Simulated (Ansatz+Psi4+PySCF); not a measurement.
A calculation with Psi4 1.11.

```
molecule {
1 2
S 0.000000 0.000000 0.000000
O 0.000000 1.319580 0.615330
O 0.000000 -1.290580 0.601810
}

basis {
assign O cc-pVTZ
assign S cc-pV(T+d)Z
}
set reference rohf
set scf_type pk
set mp2_type conv
set cc_type conv
set num_frozen_docc 7
energy('mp2')
```

The input is written out from the run's settings. Correlation on restricted open-shell orbitals is semicanonical, with singles.

Results

- Converged: yes
- Reference energy: -546.84711 hartree
- Correlation energy: -0.67869 hartree
- Total energy: -547.52579 hartree
- Spin squared of the determinant: 0.750
- Occupied orbitals by symmetry in an Abelian subgroup (alpha; beta): 13 Ap 3 App; 12 Ap 3 App

The reference isn't the lowest determinant (another lies 0.48 eV lower), but the same method gives a higher total on the lower determinant. Caution: large share of triples, a single reference is doubtful; an unrestricted determinant lies well below; MP2 on this radical cation hangs on the determinant chosen.
